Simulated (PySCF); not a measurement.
Breaking a bond: LiH, singlet.

- RKS-TPSSh = restricted TPSSh/6-31G (PySCF)
- RHF/6-31G (PySCF)
- UCCSD(T) = CCSD(T) on UHF/6-31G run with PySCF

Energies relative to the lowest point of each curve near equilibrium, in kcal/mol:

```csv
R / Å,RKS-TPSSh,RHF
1.21,21.3,22.6
1.34,8.6,9.3
1.44,3.3,3.6
1.51,1.2,1.4
1.57,0.3,0.4
1.60,0.1,0.1
1.74,0.6,0.6
1.98,5.8,6.0
2.40,19.8,21.2
2.66,28.8,31.5
2.90,36.7,40.8
3.23,46.3,52.8
```

Question: Estimate the UCCSD(T) values at these points.

Answer: 1.21: 23.2; 1.34: 10.1; 1.44: 4.3; 1.51: 1.9; 1.57: 0.7; 1.60: 0.3; 1.74: 0.3; 1.98: 4.2; 2.40: 15.7; 2.66: 22.9; 2.90: 28.7; 3.23: 34.8 (kcal/mol).

At the longest distance RKS-TPSSh leaves fractional charges on the fragments, a sign of delocalisation error or of the restricted form. The restricted form behind RKS-TPSSh, RHF keeps the bonding electrons paired and can't separate into open-shell fragments. The unrestricted determinant behind UCCSD(T) is spin-contaminated at 2.40 to 6.33 Å (<S²> up to 1.0, against 0.00 for a pure singlet).
